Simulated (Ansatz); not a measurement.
Basis-set extrapolation for `N#CC(F)(F)F` (PBE0-D4/def2-TZVP geometry, frozen core, the Gaussian-basis code of Ansatz). Multiplicity 1, RHF reference.

```tsv
	def2-TZVPP	def2-QZVPP
HF	-428.662757	-428.680563
MP2 correlation	-1.227751	-1.332090
CCSD(T) correlation	-1.275484	not run
```

Energies in hartree. Use E(X) = E(∞) + A·exp(−7.88·√X) for Hartree–Fock and E(X) = E(∞) + B·X^(−2.97) for correlation, with X = 3 and 4, and add CCSD(T) minus MP2 of the smaller set to the MP2 limit.

**Question.** What is the CCSD(T) energy at the basis-set limit?

**Answer.** HF limit: -428.680563 + (-0.017806) × 0.13774 = -428.68302. MP2 limit: -1.332090 + (-0.104339) × 0.74074 = -1.40938. Higher-order term: -1.275484 − (-1.227751) = -0.04773. Total: -430.14013 hartree, 530.1 kJ/mol below CCSD(T)/def2-TZVPP.
